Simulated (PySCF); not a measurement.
**SF₅+: electronic structure in real space**

For SF₅+, the scripts below measure its response to a uniform field, compute its lowest excited states, localise its valence orbitals and analyse its density (charges, bond critical points, surface potential).

Method: levels as typed in each script, gas phase, geometry from GFN2-xTB; program: PySCF 2.14.0.

## 1. The system as given

SMILES `F[S+](F)(F)(F)F`, 6 atoms, charge 1, spin multiplicity 1.

Bond lengths: F1–S2 1.549 Å, S2–F3 1.547 Å, S2–F4 1.547 Å, S2–F5 1.547 Å, S2–F6 1.549 Å. Angles: F1–S2–F3 90.0°, F1–S2–F4 90.0°, F1–S2–F5 90.0°, F1–S2–F6 180.0°, F3–S2–F4 120.0°, F3–S2–F5 120.0°, F3–S2–F6 90.0°, F4–S2–F5 120.0°, F4–S2–F6 90.0°, F5–S2–F6 90.0°.

Geometry (Å):

```
F     1.54942    0.00056    0.00074
S     0.00008   -0.00006    0.00003
F     0.00092   -1.49373   -0.40205
F     0.00012    1.09516   -1.09249
F    -0.00132    0.39869    1.49461
F    -1.54929   -0.00058   -0.00086
```

## 2. Response to an electric field (TPSSh/6-311g**)

input.py

```python
import numpy as np
from pyscf import gto, scf, dft
from pyscf.scf import atom_ks, atom_hf
from scipy.linalg import block_diag

def solve(mol, dm0=None, hcore=None):
    mf = (dft.UKS if mol.spin else dft.RKS)(mol, xc='tpssh')
    mf.grids.level = 3
    mf = mf.density_fit(auxbasis='def2-universal-jkfit')
    mf.conv_tol, mf.max_cycle = 1e-8, 80
    if hcore is not None:
        mf.get_hcore = lambda *args: hcore
    mf.kernel(dm0)
    if not mf.converged:
        mf = mf.newton().run(mf.mo_coeff, mf.mo_occ, max_cycle=30)
    assert mf.converged, 'SCF not converged'
    return mf

mol = gto.M(atom='''
F      1.54942     0.00056     0.00074
S      0.00008    -0.00006     0.00003
F      0.00092    -1.49373    -0.40205
F      0.00012     1.09516    -1.09249
F     -0.00132     0.39869     1.49461
F     -1.54929    -0.00058    -0.00086
''', basis='6-311g**', charge=1, spin=0, verbose=4)
field = np.array([-0.005, -0.0, -0.0])  # atomic units
mol.set_common_orig(mol.atom_charges() @ mol.atom_coords() / mol.atom_charges().sum())
mf = solve(mol)
out = dict(dm0=mf.make_rdm1(), d0=mf.dip_moment(unit='AU'), e0=mf.e_tot)
for name, sign in (('p', 1), ('m', -1)):
    h = mf.get_hcore() + sign * np.einsum('x,xij->ij', field, mol.intor('int1e_r'))
    mi = solve(mol, mf.make_rdm1(), h)
    out.update({'dm' + name: mi.make_rdm1(), 'd' + name: mi.dip_moment(unit='AU'), 'e' + name: mi.e_tot})
# spherically averaged free atoms, for the promolecule
atm = atom_ks.get_atm_nrks(mol, xc='tpssh')
pro = block_diag(*[(atm[a[0]][2] * atm[a[0]][3]) @ atm[a[0]][2].T for a in mol._atom])
np.savez('result.npz', pro=pro, **out)
```

On the command line:

```console
$ OMP_NUM_THREADS=1 python input.py
```

## 4. Excited states (PBE0/6-31+g*)

input.py

```python
import numpy as np
from pyscf import gto, scf, dft, tdscf
from pyscf.scf import atom_ks, atom_hf
from scipy.linalg import block_diag

def solve(mol, dm0=None, hcore=None):
    mf = (dft.UKS if mol.spin else dft.RKS)(mol, xc='pbe0')
    mf.grids.level = 3
    mf = mf.density_fit(auxbasis='def2-universal-jkfit')
    mf.conv_tol, mf.max_cycle = 1e-8, 80
    if hcore is not None:
        mf.get_hcore = lambda *args: hcore
    mf.kernel(dm0)
    if not mf.converged:
        mf = mf.newton().run(mf.mo_coeff, mf.mo_occ, max_cycle=30)
    assert mf.converged, 'SCF not converged'
    return mf

mol = gto.M(atom='''
F      1.54942     0.00056     0.00074
S      0.00008    -0.00006     0.00003
F      0.00092    -1.49373    -0.40205
F      0.00012     1.09516    -1.09249
F     -0.00132     0.39869     1.49461
F     -1.54929    -0.00058    -0.00086
''', basis='6-31+g*', charge=1, spin=0, verbose=4)
mf = solve(mol)
td = mf.TDDFT()
td.nstates, td.singlet, td.conv_tol = 4, True, 1e-5
td.kernel()
td.analyze()
x, y = np.array([p[0] for p in td.xy]), np.array([p[1] + 0 * p[0] for p in td.xy])
f, mu = td.oscillator_strength(), td.transition_dipole()
nto = [td.get_nto(state=i + 1, verbose=4) for i in range(len(td.e))]
# spherically averaged free atoms, for the promolecule
atm = atom_ks.get_atm_nrks(mol, xc='pbe0')
pro = block_diag(*[(atm[a[0]][2] * atm[a[0]][3]) @ atm[a[0]][2].T for a in mol._atom])
np.savez('result.npz', e=td.e, f=f, ok=td.converged, w=[n[0] for n in nto], nto=[n[1] for n in nto], x=x, y=y, c=mf.mo_coeff, occ=mf.mo_occ, eps=mf.mo_energy, pro=pro, mu=mu)
```

## 6. Localised orbitals (M06-2X/6-311+g**)

input.py

```python
import numpy as np
from pyscf import gto, scf, dft, lo
from pyscf.data.elements import chemcore

def solve(mol, dm0=None, hcore=None):
    mf = (dft.UKS if mol.spin else dft.RKS)(mol, xc='m062x')
    mf.grids.level = 3
    mf = mf.density_fit(auxbasis='def2-universal-jkfit')
    mf.conv_tol, mf.max_cycle = 1e-8, 80
    if hcore is not None:
        mf.get_hcore = lambda *args: hcore
    mf.kernel(dm0)
    if not mf.converged:
        mf = mf.newton().run(mf.mo_coeff, mf.mo_occ, max_cycle=30)
    assert mf.converged, 'SCF not converged'
    return mf

mol = gto.M(atom='''
F      1.54942     0.00056     0.00074
S      0.00008    -0.00006     0.00003
F      0.00092    -1.49373    -0.40205
F      0.00012     1.09516    -1.09249
F     -0.00132     0.39869     1.49461
F     -1.54929    -0.00058    -0.00086
''', basis='6-311+g**', charge=1, spin=0, verbose=4)
mf = solve(mol)
occ_all = mf.mo_coeff[:, mf.mo_occ > 0]
occ = occ_all[:, chemcore(mol):]
loc = lo.ibo.ibo(mol, occ, iaos=lo.iao.iao(mol, occ_all))
fock, s = mf.get_fock(), mf.get_ovlp()
ortho = lo.orth_ao(mol, 'meta_lowdin')
ortho = lo.vec_lowdin(lo.iao.iao(mol, occ_all), s)
labels = lo.iao.reference_mol(mol).ao_labels(fmt=None)
vir = lo.vvo.livvo(mol, occ_all, mf.mo_coeff[:, mf.mo_occ == 0])
both = np.hstack([loc, vir])
p = (ortho.T @ s @ both) ** 2
pop = np.array([p[[l[0] == a for l in labels]].sum(0) for a in range(mol.natm)])
spd = np.array([[p[[l[0] == a and l[2][-1] == k for l in labels]].sum(0) for k in 'spd'] for a in range(mol.natm)])
eps = np.einsum('pi,pq,qi->i', both, fock, both)
for i in np.argsort(eps):
    top = np.argsort(-pop[:, i])[:3]
    print('%3d %s %9.4f Eh ' % (i + 1, 'occ' if i < loc.shape[1] else 'vir', eps[i]), '  '.join('%s%d %.3f' % (mol.atom_symbol(a), a + 1, pop[a, i]) for a in top))
np.savez('result.npz', c=both, nocc=loc.shape[1], pop=pop, spd=spd, eps=eps, e=mf.e_tot)
```

## 8. Density, bond paths and surface potential (PBE0/def2-tzvp)

input.py

```python
import numpy as np
from pyscf import gto, scf, dft
from pyscf.scf import atom_ks, atom_hf
from scipy.linalg import block_diag

def solve(mol, dm0=None, hcore=None):
    mf = (dft.UKS if mol.spin else dft.RKS)(mol, xc='pbe0')
    mf.grids.level = 3
    mf = mf.density_fit(auxbasis='def2-universal-jkfit')
    mf.conv_tol, mf.max_cycle = 1e-8, 80
    if hcore is not None:
        mf.get_hcore = lambda *args: hcore
    mf.kernel(dm0)
    if not mf.converged:
        mf = mf.newton().run(mf.mo_coeff, mf.mo_occ, max_cycle=30)
    assert mf.converged, 'SCF not converged'
    return mf

mol = gto.M(atom='''
F      1.54942     0.00056     0.00074
S      0.00008    -0.00006     0.00003
F      0.00092    -1.49373    -0.40205
F      0.00012     1.09516    -1.09249
F     -0.00132     0.39869     1.49461
F     -1.54929    -0.00058    -0.00086
''', basis='def2-tzvp', charge=1, spin=0, verbose=4)
mf = solve(mol)
mf.analyze()
# spherically averaged free atoms, for the promolecule
atm = atom_ks.get_atm_nrks(mol, xc='pbe0')
pro = block_diag(*[(atm[a[0]][2] * atm[a[0]][3]) @ atm[a[0]][2].T for a in mol._atom])
np.savez('result.npz', e=mf.e_tot, c=mf.mo_coeff, occ=mf.mo_occ, eps=mf.mo_energy, pro=pro, dip=mf.dip_moment(verbose=0), s2=mf.spin_square()[0])
```

(Steps that only read results are left out.)

Before running it: what results should come out? Wanted: polarisability along the field; lowest singlet excitation; dipole moment; HOMO, LUMO.

As calculated:

| quantity | value |
| --- | --- |
| polarisability along the field (TPSSh/6-311g**) | 21.3 bohr³ |
| lowest singlet excitation (PBE0/6-31+g*) | 7.74 eV |
| localised occupied orbitals above −45 eV (M06-2X/6-311+g**) | 20 |
| dipole moment (PBE0/def2-tzvp) | 0.00 D |
| HOMO, LUMO (PBE0/def2-tzvp) | -19.93, -9.72 eV |

What this shows: At PBE0/def2-tzvp: The highest Hirshfeld charge is on S2 (+0.81 e), the lowest on F1 and F6 (+0.01 e). The geometry was not optimised at these levels.
